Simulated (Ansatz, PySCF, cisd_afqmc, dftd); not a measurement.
Species: AlF2, charge 0, doublet. AlF2 (SMILES [F][Al][F], doublet).
B3LYP-D3(BJ)/def2-TZVP minimum from Ansatz (a first-principles code):
```
Al
F 1 1.6531
F 1 1.6531 2 119.88
```
Charge 0, spin multiplicity 2.

Property: enthalpy of formation at 298 K (by atomisation, with ideal-gas terms from PySCF's Hessian at B3LYP-D3(BJ)/def2-TZVP and the atoms' measured values of the G2/97 table; no spin-orbit terms), in kcal/mol. Radicals and triplets start from unrestricted determinants; spin-orbit coupling is neglected. Cores are frozen in correlated methods. Rows without X2C or -DK are non-relativistic. AFQMC/CISD: phaseless, guided by CISD from CCSD amplitudes; bars are statistical, one sigma. Outlying blocks are dropped, and bars are widened where a walk drifts. Over all cases where full CI ran beside it in this data, AFQMC minus full CI had a median of +0.1 mEh and passed +0.4 mEh in a tenth of the cases. CBS(X,Y): correlation extrapolated as X^-3, Hartree-Fock from the larger set (Q,5: extrapolated as (X+1)exp(-9√X)). A bracket is a step between two methods taken in the basis named. Functionals run without relativity, which enters their misses. Double hybrids freeze cores in their MP2 part. 'core' is core correlation in cc-pwCVTZ (1s frozen past Ne), 'X2C' scalar relativity in cc-pVTZ-DK, both at CCSD(T). Where a partner has so few electrons that a lower coupled-cluster level is exact, that level stands in.

```tsv
level	program	enthalpy of formation at 298 K (kcal/mol)	difference against the last row
HF/cc-pV(5+d)Z	Ansatz	-87.6	66.4
r2SCAN/def2-TZVPD	Ansatz	-154.4	-0.4
B2GP-PLYP-D3(BJ)/def2-TZVPD	Ansatz + dftd3	-150.4	3.6
CCSD(T)/cc-pV(5+d)Z	Ansatz	-153.2	0.8
AFQMC/CISD/cc-pV(D+d)Z	cisd_afqmc	-120.2 ± 0.3	33.8
AFQMC/CISD/cc-pV(T+d)Z	cisd_afqmc	-142.4 ± 0.3	11.6
CCSD(T)/CBS(cc-pV(Q+d)Z,cc-pV(5+d)Z) + [AFQMC/CISD - CCSD(T)]/cc-pV(T+d)Z + core + X2C	Ansatz + cisd_afqmc	-153.5 ± 0.3	0.5
CCSD(T)/CBS(cc-pV(Q+d)Z,cc-pV(5+d)Z) + [CCSDT(Q) - CCSD(T)]/cc-pV(D+d)Z + core + X2C	Ansatz	-154.0	0.0
```
